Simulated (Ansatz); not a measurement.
CH₅AlO, closed shell: a relaxation.

Input (in.yaml):

```yaml
crystal:
  periodic: [false, false, false]
  atoms:
    - {symbol: Al, position_ang: [-1.155260, -0.043443, 0.635911]}
    - {symbol: C, position_ang: [0.765492, 0.147506, -0.368710]}
    - {symbol: O, position_ang: [-1.299918, -1.554042, 0.044877]}
    - {symbol: H, position_ang: [-0.048021, -0.867923, -0.360318]}
    - {symbol: H, position_ang: [-1.540547, 1.254604, 1.433359]}
    - {symbol: H, position_ang: [1.321072, 0.409428, 0.538115]}
    - {symbol: H, position_ang: [0.497893, 1.057565, -0.915721]}
    - {symbol: H, position_ang: [1.459389, -0.403594, -1.007312]}
basis:
  gaussian: {orbitals: def2-SVP}
hamiltonian: {xc: pbe, dispersion: d4}
relax: {f_tol: 0.03, max_steps: 60, escape_saddle: true}
```

Command:

```bash
ansatz run in.yaml --threads 2 --pin off --events-out ev --progress --plain --max-ram 4352MiB
```

The run's output (Ansatz 0.2.0):

```
Error: invalid value for `relax.escape_saddle`: a Gaussian basis doesn't support `true`; leave it out, and run phonons on the result
```

The run took about 0.05 s on 2 CPU threads of an Arm Neoverse V2 (shared host).


The program refused the input.